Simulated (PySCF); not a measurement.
water (H₂O), SMILES O.

The structure is a stationary point at TPSSh-D3(BJ)/def2-TZVPD.

Lowest vertical singlet excitation by several levels in PySCF, with rough processor times relative to the cheapest run on one machine. Each run also gave further roots (ADC and EOM-CCSD ionised and attached states too); roots are paired by order and the bases differ. EOM-CCSD serves as a yardstick, not as the true value; all levels that ended soundly for this molecule are listed, with differences from unrounded values.

```
level                       relative cost
--------------------------  -------------
TDDFT-CAM-B3LYP/def2-TZVPD              1
EOM-CCSD/aug-cc-pVDZ                    1
ADC(3)/aug-cc-pVDZ                      3
TDDFT-M06-2X/def2-TZVPD                 4
```

Computed S1 at each level and its distance from EOM-CCSD:
| level | S1 (eV) | S1 minus EOM-CCSD (eV) |
|---|---|---|
| TDDFT-CAM-B3LYP/def2-TZVPD | 7.29 | -0.11 |
| EOM-CCSD/aug-cc-pVDZ | 7.41 | 0.00 |
| ADC(3)/aug-cc-pVDZ | 7.81 | 0.40 |
| TDDFT-M06-2X/def2-TZVPD | 7.56 | 0.15 |
